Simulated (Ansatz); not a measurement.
# Two structures, one formula

Two relaxed structures of AlSiH$_{3}$O, closed shell (PBE0-D4/def2-TZVP; forces vanish, vibrations not checked).

A:

O1  (0.447, -2.404, 0.777)
Si2  (-0.582, -1.173, 0.357)
Al3  (0.219, 1.105, -0.018)
H4  (-1.160, -1.706, -0.925)
H5  (0.919, -2.290, 1.604)
H6  (-0.374, 2.323, 0.857)
(Å)

B:

```
6
angstrom
O 0.5280 -0.7691 0.6894
Si 0.3419 0.8128 0.1296
Al -0.7474 -1.0946 -0.4480
H -1.4632 -2.4552 -0.8018
H 1.5475 1.3756 -0.5394
H -0.0833 1.7890 1.1710
```

Program: Ansatz 0.2.0. Basis: def2-TZVPP. Cores are frozen in the correlated methods. B3LYP uses VWN-RPA correlation.

Problem. Which structure is lower at CCSD(T), and by how much? (Judge from chemistry; the value comes from the calculation.)

Solution. Computed: B, by 1.487 eV (electronic energy, against the other). By their contacts, A is AlSiH₃O ([OH][SiH][AlH]) and B is AlSiH₃O ([O]1[AlH][SiH2]1).

All methods give the same order:

| method | E(B) − E(A) (eV) |
| --- | --- |
| PBE-D4 | -1.325 |
| r2SCAN-D4 | -1.601 |
| PBE0-D4 | -1.470 |
| B3LYP-D4 | -1.420 |
| wB97M-V | -1.633 |
| HF | -1.700 |
| MP2 | -1.759 |
| CCSD | -1.528 |
| CCSD(T) | -1.487 |

T1 diagnostic: at most 0.021. The restricted Hartree–Fock reference is unstable towards an unrestricted one at one or more of these structures.

Labels in which every atom is bracketed show which atoms are joined, not bond orders.

For scale, one of the runs: CCSD(T)/def2-TZVPP, 157 basis functions, launched by `ansatz run in.yaml --threads 2 --pin off --events-out ev --progress --plain --max-ram 4352MiB`. The run took 14 s on 2 CPU threads of an Arm Neoverse V2 (shared host), with 1 GiB of host memory at its peak.
